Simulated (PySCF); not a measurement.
Work out the structure from these simulated measurements.

Elements present: C and S. Monoisotopic mass: 75.9441 u.

| Quantity | Value |
| --- | --- |
| UV, first state | lowest singlet excitation: 3.86 eV (321 nm, f = 0.000) [TDDFT wB97X-D/def2-SVPD] |
| XPS | S2p3/2 170.2 (×2), C1s 293.4, S1s 2478.0 (×2) eV [ΔSCF SCAN, pcX-2 on the ionised atom, pcseg-1 elsewhere, spin-free X2C, 2p3/2 from a spin–orbit splitting computed afterwards within the 2p shell] |
| Triplet | lowest triplet excitation (Tamm–Dancoff): 3.38 eV [TDA wB97X-D/def2-SVPD] |
| Polarisability | 54.2 au [wB97X-D/def2-SVPD] |
| UV, strongest line | among the 8 lowest singlet transitions: S4 at 6.78 eV (183 nm, f = 1.107) [TDDFT wB97X-D/def2-SVPD] |
| Dipole | 0.00 D [wB97X-D/def2-SVPD] |
| Rotational structure | rotational constant B (linear): 3.289 GHz [GFN2-xTB] |

Electronic properties: PySCF, gas phase, density fitting. Levels stand in brackets. Isolated species at its GFN2-xTB geometry, gas phase.

Q: Which formula fits the mass and the elements?

A: CS2 (calculated 75.9441). No other formula that holds each of these elements comes within 0.0003 u with a fitting electron parity and a possible valence count.

Q: Give a SMILES that accounts for the data.

A: Numbering: `[S:1]=[C:2]=[S:3]`. Its formula, CS2, gives 2 degrees of unsaturation: 0 rings and 2 π bonds in the structure found. The core levels belong to: S2p3/2 170.2 eV, sulfur bonded to C [S1/S3]; C1s 293.4 eV, central carbon of cumulated double bonds [C2]; S1s 2478.0 eV, sulfur bonded to C [S1/S3]. The vanishing dipole is forced by symmetry. The optimised geometry has point group D∞h and is a linear rotor. Structure: `C(=S)=S`. The assignments are read from this structure; whether some other isomer fits the data as well wasn't checked.
